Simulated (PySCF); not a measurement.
Work out the structure from these simulated measurements.

Formula: C2H3F3.

| Property | Result |
| --- | --- |
| Triplet | lowest triplet excitation (Tamm–Dancoff): 8.61 eV [TDA CAM-B3LYP/aug-cc-pVTZ] |
| Dipole | 1.58 D [CAM-B3LYP/aug-cc-pVTZ] |
| 13C NMR | chemical shifts (computed TMS as zero) by class: 121.4 (1 C), 86.0 (1 C) ppm [GIAO B97-2/pcSseg-2] |
| UV, first state | lowest singlet excitation: 8.99 eV (138 nm, f = 0.004) [TDDFT CAM-B3LYP/aug-cc-pVTZ] |
| UV, strongest line | among the 10 lowest singlet transitions: S4 at 9.48 eV (131 nm, f = 0.080) [TDDFT CAM-B3LYP/aug-cc-pVTZ] |
| Rotational structure | rotational constants A, B, C: 9.158, 3.651, 2.819 GHz [PBE0-D3(BJ)/def2-TZVP] |
| 1H NMR | chemical shifts (computed TMS as zero) by class: 6.02 (1 H), 4.41 (2 H) ppm [GIAO B97-2/pcSseg-2] |

Gas-phase values; electronic properties from PySCF, density fitting. Levels stand in brackets. Isolated species at its PBE0-D3(BJ)/def2-TZVP geometry (one conformer only). Each NMR value is the plain mean over a class of atoms that symmetry, rotation or inversion makes alike.

Question: What is the compound? Reason from the data.

Answer: Numbering: `[F:1][CH2:2][CH:3]([F:4])[F:5]`. Its formula, C2H3F3, gives 0 degrees of unsaturation, so no ring and no π bond. 2 carbons fall into 2 classes; from least to most shielded: CHF2 carbon [C3] (121.4 ppm), sp3 C–F carbon [C2] (86.0 ppm). Hydrogen classes from least to most shielded: 1 H on a CHF2 carbon, C3 (6.02 ppm), 2 H on an sp3 C–F carbon, C2 (4.41 ppm). The optimised geometry has point group C1 and is an asymmetric top. Structure: `FCC(F)F`. Computed isomers that give other values at the same levels: `CC(F)(F)F` (13C chemical shifts (computed TMS as zero) by class: 137.6 (1 C), 22.5 (1 C) ppm). The assignments are read from this structure; whether some other isomer fits the data as well wasn't checked.

Conformer computed: `[F:1][CH2:2][CH:3]([F:4])[F:5]`: F1–C2–C3–F4 174°.
